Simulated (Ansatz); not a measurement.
# CH₃FMg: a ladder of functionals and wavefunction methods

The task here is to estimate one member of a computed series from the others.

Program: Ansatz 0.2.0, Gaussian basis. Level of theory: functionals in def2-TZVPP, the program's frozen cores in correlated methods. These are calculated values, not measurements.

Plan: LDA (SPW92), PBE-D4, revPBE-D4, BLYP-D4, r2SCAN-D4, B97M-V, PBE0-D4, B3LYP-D4, r2SCANh-D4, r2SCAN0-D4, HSE06-D4, BHLYP-D4, CAM-B3LYP-D4, LC-ωPBE, ωB97X-V, ωB97M-V, B2PLYP, PBE-QIDH; CCSD(T)/def2-SVP; CCSD(T)/def2-TZVPP; CCSD(T)/def2-QZVPP; extrapolation to the limit; RPA on PBE.

**The relaxed structure**

The geometry comes from an earlier relaxation with PBE0-D4 in a triple-zeta def2 set; it is a stationary point.

SMILES `[CH3][Mg][F]`, 6 atoms, charge 0, spin multiplicity 1.

Atoms are counted from 1 here; the program's logs count them from 0.

Bond lengths: C1–Mg2 2.068 Å, C1–H4 1.094 Å, C1–H5 1.094 Å, C1–H6 1.094 Å, Mg2–F3 1.760 Å. Angles: Mg2–C1–H4 111.4°, Mg2–C1–H5 111.4°, Mg2–C1–H6 111.4°, H4–C1–H5 107.4°, H4–C1–H6 107.4°, H5–C1–H6 107.4°, C1–Mg2–F3 180.0°.

The first run:

in.yaml reads:

```yaml
crystal:
  periodic: [false, false, false]
  atoms:
    - {symbol: C, position_ang: [0.532353, -0.446796, 0.374981]}
    - {symbol: Mg, position_ang: [-0.855838, 0.705673, -0.636258]}
    - {symbol: F, position_ang: [-2.036835, 1.686017, -1.496519]}
    - {symbol: H, position_ang: [0.136069, -1.440096, 0.604790]}
    - {symbol: H, position_ang: [1.442759, -0.585766, -0.215222]}
    - {symbol: H, position_ang: [0.823393, 0.016968, 1.321929]}
basis:
  gaussian: {orbitals: def2-TZVPP}
hamiltonian: {xc: lda}
output: {orbitals: {seedname: orbitals}}
```

Run with:

```bash
$ ansatz run in.yaml --threads 4 --pin off --events-out ev --progress --plain --max-ram 10444MiB
```

Among the steps run: LDA; PBE-D4 (GGA); revPBE-D4 (GGA); BLYP-D4 (GGA); r2SCAN-D4 (meta-GGA); B97M-V (meta-GGA); B3LYP-D4 (hybrid); r2SCANh-D4 (hybrid); r2SCAN0-D4 (hybrid); HSE06-D4 (hybrid); BHLYP-D4 (hybrid); CAM-B3LYP-D4 (range-separated); LC-ωPBE (range-separated); ωB97X-V (range-separated); ωB97M-V (range-separated); B2PLYP (double hybrid); PBE-QIDH (double hybrid).

One of the session's tables, all rows but one given; the rest of the session is left out.

It belongs to the step «Orbital energies across the functionals». 

| functional | HOMO (eV) | gap (eV) |
| --- | --- | --- |
| LDA (SPW92) | -6.58 | 4.68 |
| PBE-D4 | -6.38 | 4.65 |
| revPBE-D4 | -6.28 | 4.65 |
| BLYP-D4 | -6.27 | 4.53 |
| r2SCAN-D4 | -6.53 | 5.28 |
| B97M-V | -6.61 | 4.90 |
| PBE0-D4 | -7.57 | 6.54 |
| B3LYP-D4 | -7.38 | 6.04 |
| r2SCANh-D4 | ? | ? |
| r2SCAN0-D4 | -7.68 | 6.94 |
| HSE06-D4 | -7.16 | 5.79 |
| BHLYP-D4 | -8.69 | 8.16 |
| CAM-B3LYP-D4 | -8.98 | 8.62 |
| LC-ωPBE | -10.30 | 11.03 |
| ωB97X-V | -9.93 | 10.53 |
| ωB97M-V | -9.82 | 10.00 |

Estimate the missing values for r2SCANh-D4.

Worked estimate for «HOMO (eV)». Against the share of exact exchange, r2SCAN-D4 (0, -6.53), r2SCAN0-D4 (0.25, -7.68) give a slope of -4.60 per unit share; at 0.1 the line stands at -6.99.

**Answer.** HOMO (eV): -6.99; gap (eV): 5.95. In «HOMO (eV)» the line misses by 0.00.
